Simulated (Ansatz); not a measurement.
Total energies of C₈H₁₈ (`CCCCC(C)(C)C`).

Cartesian coordinates in Å:
```
C -3.212 1.138 -1.348
C -2.353 0.815 -0.139
C -0.956 0.342 -0.511
C -0.106 0.022 0.708
C 1.326 -0.467 0.451
C 1.319 -1.769 -0.346
C 1.986 -0.721 1.804
C 2.133 0.588 -0.301
H -3.334 0.261 -1.990
H -2.759 1.927 -1.954
H -4.209 1.476 -1.055
H -2.844 0.045 0.468
H -2.273 1.699 0.504
H -0.471 1.115 -1.117
H -1.042 -0.542 -1.154
H -0.624 -0.739 1.307
H -0.052 0.916 1.342
H 2.336 -2.156 -0.461
H 0.725 -2.536 0.159
H 0.907 -1.629 -1.348
H 3.013 -1.075 1.680
H 2.015 0.193 2.404
H 1.437 -1.478 2.373
H 1.735 0.764 -1.303
H 2.130 1.541 0.236
H 3.173 0.270 -0.412
```

Total charge 0; spin multiplicity 1. The structure was optimised at the PBE0-D4/def2-TZVP level. It is one conformer, not always the lowest. Basis def2-TZVPP, the Gaussian-basis code of Ansatz.

RPA on PBE orbitals: Hartree–Fock energy of these orbitals -313.47598 Eh, correlation -2.40440 Eh (frozen core).

```json
{"functional": "LDA (SPW92)", "energy without D4 (Eh)": "-312.80066", "D4 term (kJ/mol)": "–"}
{"functional": "PBE", "energy without D4 (Eh)": "-315.35566", "D4 term (kJ/mol)": "-57.1"}
{"functional": "r2SCAN", "energy without D4 (Eh)": "-315.61715", "D4 term (kJ/mol)": "-16.1"}
{"functional": "r2SCANh", "energy without D4 (Eh)": "-315.60895", "D4 term (kJ/mol)": "-16.7"}
{"functional": "r2SCAN0", "energy without D4 (Eh)": "-315.59815", "D4 term (kJ/mol)": "-18.2"}
{"functional": "HSE06 (plane-wave form)", "energy without D4 (Eh)": "-315.40386", "D4 term (kJ/mol)": "-44.7"}
{"functional": "LC-ωPBE", "energy without D4 (Eh)": "-315.63581", "D4 term (kJ/mol)": "–"}
{"functional": "ωB97M-V", "energy without D4 (Eh)": "-315.62928", "D4 term (kJ/mol)": "–"}
{"functional": "B2PLYP", "energy without D4 (Eh)": "-315.50708", "D4 term (kJ/mol)": "–"}
{"functional": "PBE-QIDH", "energy without D4 (Eh)": "-315.39152", "D4 term (kJ/mol)": "–"}
```

Q: Give the same for revPBE, BLYP, B97M-V, PBE0, B3LYP, BHLYP, CAM-B3LYP, ωB97X-V. (Best estimate.)

A: The calculation gave: 
```
functional  energy without D4 (Eh)  D4 term (kJ/mol)
    revPBE              -315.70749            -189.6
      BLYP              -315.60822            -124.8
    B97M-V              -315.83701                 –
      PBE0              -315.42473             -48.4
     B3LYP              -315.83670             -89.4
     BHLYP              -315.61223             -61.4
 CAM-B3LYP              -315.62943             -48.3
   ωB97X-V              -315.74042                 –
```

B3LYP takes the VWN-RPA correlation (the form of Gaussian; ORCA's B3LYP/G). HSE06 is the plane-wave form, built on full-range PBE exchange. The double hybrids freeze the cores in their second-order part.

LC-ωPBE has ω = 0.4 bohr⁻¹.
